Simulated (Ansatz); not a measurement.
`N[SiH2]P` → PH₃ + `N[SiH]` at 700 K and 1 bar (silylene formation by 1,1-elimination).

Calculated with Ansatz (gas phase, PBE0-D4/def2-TZVP geometries, no zero-point term in ΔE). CCSD(T)/CBS adds triple-zeta CCSD(T) − MP2 to the extrapolated MP2 energy (def2 sets, frozen cores). This one scheme is used for every species. Each species was taken in one conformer, which may not be the lowest.

```tsv
species	CCSD(T)/CBS energy (Eh)	H − E (kJ/mol)	S (J/(mol·K))
`N[SiH2]P`	-688.35145	227.2	425.1
PH₃	-342.72256	91.5	248.3
`N[SiH]`	-345.56329	124.5	297.7
```

H − E and S are ideal-gas, rigid-rotor, harmonic terms from PBE0-D4/def2-TZVP, for one conformer and one mirror image of each species. 1 Eh = 2625.50 kJ/mol, R = 8.31446 J/(mol·K).

**Question.** By hand: ΔE, ΔH, ΔS and ΔG.

**Answer.** ΔE = (-342.72256) + (-345.56329) − (-688.35145) = 0.06560 Eh = 172.2 kJ/mol. Δ(H − E) = 91.5 + 124.5 − 227.2 = -11.2, so ΔH = 161.0 kJ/mol. ΔS = 248.3 + 297.7 − 425.1 = 120.9 J/(mol·K). ΔG = 161.0 − 700 × (120.9)/1000 = 76.4 kJ/mol.

**Question.** By hand: the equilibrium constant, and the temperature at which ΔG would vanish if ΔH and ΔS stayed fixed.

**Answer.** log₁₀ K = −ΔG/(RT ln 10) = -5.7. ΔG = 0 at ΔH/ΔS = 1332 K.

The number of gas molecules changes by +1, which sets the sign of ΔS. A doubt of 5 kJ/mol in ΔE shifts log₁₀ K by 0.4 here. Other conformers and mirror images would add mixing entropy, several J/(mol·K) or more a flexible species. These are equilibria of isolated gas molecules and say nothing of rates. Largest T1 diagnostic: 0.015 (customary marks: 0.02 for closed shells, 0.045 for open ones).
